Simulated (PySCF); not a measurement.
Molecule: `CC(C)[C@H]1C=N1`, C5H9N.

Bonds (- single, = double, # triple, : aromatic): C1-C2, C2-C3, C2-C4, C4-C5, C5=N6, N6-C4. C1 carries H7, H8, H9; C2 carries H10; C3 carries H11, H12, H13; C4 carries H14; C5 carries H15. Stereochemistry as in CC(C)[C@H]1C=N1.

Frames of a GFN2-xTB Langevin trajectory at 200 K; GIAO PBE0/pcSseg-1 shieldings in PySCF, gas phase, non-relativistic; equivalent atoms averaged within each frame.

Scale: TMS for $^{13}$C (186.93 ppm) and $^{1}$H (31.72 ppm); $^{15}$N (267.73 ppm) vs NH3 (reference shieldings calculated alike). The references are static minima.

How do the shifts (ppm) fluctuate along the trajectory?

## Answers


```tsv
time (fs)	C5	C2	C4	C1	C3	N6	H15	H7/H8/H9	H10	H11/H12/H13
optimised geometry	182.2	40.0	34.5	22.3	22.0	365.8	10.74	1.28	0.44	1.00
250	188.4	42.8	32.9	22.7	18.3	362.2	11.84	1.57	0.97	0.87
425	187.7	43.1	35.7	24.8	23.3	377.9	11.22	1.65	0.24	1.21
625	185.0	40.4	33.0	29.9	24.3	371.7	11.05	2.52	1.34	1.02
800	172.6	29.5	40.1	27.4	20.3	364.6	10.09	2.03	-0.18	0.90
1000	179.9	40.7	36.1	24.4	20.6	372.8	10.69	1.53	0.63	0.64
mean of frames	182.7	39.3	35.6	25.8	21.4	369.8	10.98	1.86	0.60	0.93
standard deviation	6.5	5.6	2.9	2.8	2.4	6.4	0.65	0.42	0.60	0.21
```

5 frames give an uncertainty of the mean of about the standard deviation over 2.2 at best, since frames this close in time may not be independent; classical motion lacks zero-point vibration, and the reference would need the same averaging.
